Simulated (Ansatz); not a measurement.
# C2H3N3: vertical ionisation energy

An exercise on one series of results from a longer session: the logs are not shown, and one member is left open.

Computed with Ansatz 0.2.0, Gaussian basis. Level: unrestricted cation, the program's frozen cores in correlated methods.

The runs, in order: UKS PBE-D4/def2-TZVPP; UKS r2SCAN-D4/def2-TZVPP; UKS PBE0-D4/def2-TZVPP; UKS B3LYP-D4/def2-TZVPP; UKS wB97X-V/def2-TZVPP; UKS wB97M-V/def2-TZVPP; UKS B2PLYP/def2-TZVPP; UHF-CCSD(T)/def2-TZVPP; UHF-MP2/def2-QZVPP; extrapolation to the limit; then −ε(HOMO) from the neutral's earlier runs with LDA (SPW92), PBE-D4, revPBE-D4, BLYP-D4, r2SCAN-D4, B97M-V, PBE0-D4, B3LYP-D4, r2SCANh-D4, r2SCAN0-D4, HSE06-D4, BHLYP-D4, CAM-B3LYP-D4, LC-ωPBE, ωB97X-V, ωB97M-V.

## Structure used throughout

The geometry comes from an earlier relaxation with PBE0-D4 in a triple-zeta def2 set; it is a stationary point, not always the lowest conformer.

SMILES `c1nc[nH]n1`, 8 atoms, charge 0, spin multiplicity 1.

Atoms are counted from 1 here; the program's logs count them from 0.

Bond lengths: C1–N2 1.355 Å, C1–N5 1.316 Å, C1–H6 1.079 Å, N2–C3 1.313 Å, C3–N4 1.340 Å, C3–H7 1.080 Å, N4–N5 1.340 Å, N4–H8 1.005 Å. Angles: N2–C1–N5 115.0°, N2–C1–H6 123.3°, N5–C1–H6 121.6°, C1–N2–C3 102.7°, N2–C3–N4 109.8°, N2–C3–H7 126.7°, N4–C3–H7 123.5°, C3–N4–N5 110.5°, C3–N4–H8 129.4°, N5–N4–H8 120.1°, C1–N5–N4 102.0°.

Set-up of the first run:

in.yaml reads:

```yaml
crystal:
  periodic: [false, false, false]
  atoms:
    - {symbol: C, position_ang: [-0.519380, 1.095951, -0.171611]}
    - {symbol: N, position_ang: [0.777508, 0.948371, 0.192102]}
    - {symbol: C, position_ang: [0.913910, -0.355966, 0.249802]}
    - {symbol: N, position_ang: [-0.246954, -0.947542, -0.064806]}
    - {symbol: N, position_ang: [-1.182280, -0.028464, -0.339426]}
    - {symbol: H, position_ang: [-0.988796, 2.056853, -0.316963]}
    - {symbol: H, position_ang: [1.810025, -0.900055, 0.507794]}
    - {symbol: H, position_ang: [-0.471832, -1.926347, -0.112692]}
basis:
  gaussian: {orbitals: def2-TZVPP}
total_charge: 1
magnetization: {spin_polarized: true, initial_magnetization: 1}
hamiltonian: {xc: pbe, dispersion: d4}
```

Among the steps run: Cation, UKS PBE-D4/def2-TZVPP; Cation, UKS r2SCAN-D4/def2-TZVPP; Cation, UKS PBE0-D4/def2-TZVPP; Cation, UKS B3LYP-D4/def2-TZVPP; Cation, UKS wB97X-V/def2-TZVPP; Cation, UKS wB97M-V/def2-TZVPP; Cation, UKS B2PLYP (frozen core)/def2-TZVPP; Cation, UHF-CCSD(T)/def2-TZVPP; Cation, UHF-MP2/def2-QZVPP.

One of the session's tables, all rows but one given; the rest of the session is left out.

For comparison, −ε(HOMO) of the neutral from earlier runs:

| functional | −ε(HOMO) (eV) |
| --- | --- |
| LDA (SPW92) | 6.69 |
| PBE-D4 | 6.53 |
| revPBE-D4 | 6.47 |
| BLYP-D4 | 6.44 |
| r2SCAN-D4 | 6.90 |
| B97M-V | 6.92 |
| PBE0-D4 | 7.92 |
| B3LYP-D4 | 7.70 |
| r2SCANh-D4 | ? |
| r2SCAN0-D4 | 8.05 |
| HSE06-D4 | 7.51 |
| BHLYP-D4 | 8.89 |
| CAM-B3LYP-D4 | 9.27 |
| LC-ωPBE | 10.66 |
| ωB97X-V | 10.24 |
| ωB97M-V | 10.15 |

**Question.** Estimate the row for r2SCANh-D4.

Worked estimate for «−ε(HOMO) (eV)». Against the share of exact exchange, r2SCAN-D4 (0, 6.90), r2SCAN0-D4 (0.25, 8.05) give a slope of 4.60 per unit share; at 0.1 the line stands at 7.36.

The run gave: −ε(HOMO) (eV): 7.40. In «−ε(HOMO) (eV)» the line misses by -0.04.

Limits of these values: The cation may have settled in a state other than its lowest; no search over hole states beyond the program's own was made.
